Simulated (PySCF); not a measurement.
Gas-phase reaction: SiF2 + F2 → SiF4

Computed with PySCF (xtb for GFN2) and rigid-rotor harmonic-oscillator thermochemistry at 1 bar. Table values come from the NASA 1993 polynomials. After a fit of one offset per element over all species, the range-separated, M06-2X, PBE0/def2-QZVP and CCSD(T)/def2-TZVPP enthalpies, where run, lie to one side of the table for SiF2 (-43 kJ/mol): a fault of the table's entry, another state or a shared error of the levels is possible; this was not checked at source. † marks an energy on the PBE0/def2-TZVP geometry and frequencies; other levels use their own. MP2 and CCSD(T) freeze the core. All species are closed-shell singlets. For this reaction the table lies outside the span of B3LYP, CCSD(T), M06-2X, MP2, PBE0, r2SCAN, ωB97M-V, ωB97X-V in their largest bases here; which side is off was not settled. MP2 isn't extrapolated to the basis-set limit. CCSD(T) isn't extrapolated to the basis-set limit. The table's entry may be an old estimate for SiF2 (not checked at source).

| level | ΔH°(298 K), kJ |
|---|---|
| table | -1027.1 |
| CCSD(T)/def2-SVP† | … |
| GFN2-xTB | -799.9 |
| M06-2X/def2-TZVP† | … |
| MP2/def2-TZVPP† | -1018.2 |
| PBE0/def2-SVP† | … |

Q: What belongs in the gaps?

A: 
- CCSD(T)/def2-SVP†, ΔH°(298 K), kJ: -908.7
- M06-2X/def2-TZVP†, ΔH°(298 K), kJ: -998.4
- PBE0/def2-SVP†, ΔH°(298 K), kJ: -912.0
